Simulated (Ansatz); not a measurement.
CH3BCl (`C[B]Cl`) radical, 6 atoms. The species carries charge 0 and has multiplicity 2. All runs use 2 threads of a server CPU on a shared host. Correlated methods freeze the cores. Open-shell runs search over several starts.

Give the basis size and wall time and peak host memory of each of these runs in Ansatz. direct RPA on PBE orbitals/def2-TZVPP energy; UKS ωB97M-V/def2-QZVPP energy; UKS ωB97X-V/def2-TZVPP energy; UKS BHLYP-D4/def2-TZVPP energy; UKS PBE0-D4/def2-TZVP frequencies; UKS PBE0-D4/def2-QZVPP energy; UKS B97M-V/def2-TZVPP energy; UKS PBE0-D4/def2-SVP energy; UKS PBE0-D4/def2-TZVP relaxation (18 steps); UHF-CCSD(T)/def2-SVP energy; UKS SPW92/def2-TZVPP energy; UHF-MP2/def2-QZVPP energy. (Best estimate.)

The calculation gave: Other jobs shared the machine, so times are rough.

```
                                level                    job  functions  wall time  peak host memory (GiB)
                 UKS SPW92/def2-TZVPP                 energy        146      0.9 s                    0.15
                 UKS PBE0-D4/def2-SVP                 energy         61      1.1 s                    0.13
                 UHF-CCSD(T)/def2-SVP                 energy         61      1.6 s                    0.21
              UKS BHLYP-D4/def2-TZVPP                 energy        146      2.5 s                    0.31
direct RPA on PBE orbitals/def2-TZVPP                 energy        146      2.5 s                    0.27
               UKS PBE0-D4/def2-QZVPP                 energy        274      5.5 s                    0.67
               UKS ωB97X-V/def2-TZVPP                 energy        146        7 s                     0.4
                UKS B97M-V/def2-TZVPP                 energy        146        7 s                    0.26
                   UHF-MP2/def2-QZVPP                 energy        274        8 s                    0.84
               UKS ωB97M-V/def2-QZVPP                 energy        274       15 s                    0.89
                UKS PBE0-D4/def2-TZVP  relaxation (18 steps)        117       39 s                    0.22
                UKS PBE0-D4/def2-TZVP            frequencies        117       41 s                    0.21
```
